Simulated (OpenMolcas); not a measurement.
**B2NH5 (SMILES BNB): the dipole moment, rung by rung**

B2NH5 has 8 atoms, charge 0, and is taken as a singlet. As SMILES, `BNB`. The coordinates come from a PBE0-D4/def2-TZVP relaxation.

Quantity: the dipole moment, in D. The values are calculated.

| level | kind | program | value (D) | CPU time |
| --- | --- | --- | --- | --- |
| HF/aug-cc-pVDZ | Hartree–Fock | OpenMolcas | 1.13 | 14 s |
| BLYP/aug-cc-pVDZ | GGA | OpenMolcas | 1.26 | 49 s |
| PBE/aug-cc-pVDZ | GGA | OpenMolcas | 1.28 | 49 s |
| revPBE/aug-cc-pVDZ | GGA | OpenMolcas | 1.27 | 54 s |
| TPSS/aug-cc-pVDZ | meta-GGA | OpenMolcas | 1.25 | 71 s |
| r2SCAN/aug-cc-pVDZ | meta-GGA | OpenMolcas | 1.25 | 69 s |
| B3LYP/aug-cc-pVDZ | global hybrid | OpenMolcas | 1.23 | 48 s |
| M06-2X/aug-cc-pVDZ | hybrid meta-GGA | OpenMolcas | 1.19 | 62 s |

The values span 1.13 to 1.28 D. Magnitudes only. CPU times are rough (shared hosts, several kinds of processor and program).
